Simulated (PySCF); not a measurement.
## `[BH3-]F` ([BFH3]-): adiabatic energies of losing or gaining an electron at several levels

All levels share the PBE0-D3(BJ)/ma-def2-SVP structures and the PBE0-D3(BJ)/ma-def2-SVP thermal terms; only the single-point energies (PySCF) change. Values are adiabatic energies of losing or gaining an electron (0 K, eV).

```jsonl
{"level": "HF/jun-cc-pV(T+d)Z", "detachment energy to the radical": "2.38", "time": "1.9 s"}
{"level": "MP2/jun-cc-pV(T+d)Z", "detachment energy to the radical": "3.18", "time": "14 s"}
{"level": "B3LYP-D3(BJ)/ma-def2-TZVP", "detachment energy to the radical": "3.19", "time": "–"}
{"level": "CCSD(T)/jun-cc-pV(T+d)Z", "detachment energy to the radical": "3.22", "time": "11 min"}
```

Times are wall times for all single points of a level on 1 thread of Arm Neoverse V1, a shared host; the dash marks the run that also made the structures.

Hartree-Fock leaves out electron correlation, so its ionisation energies and electron affinities from energy differences come out too low, often by 1 eV or more.

The spread: 0.84 eV, from 2.38 to 3.22.
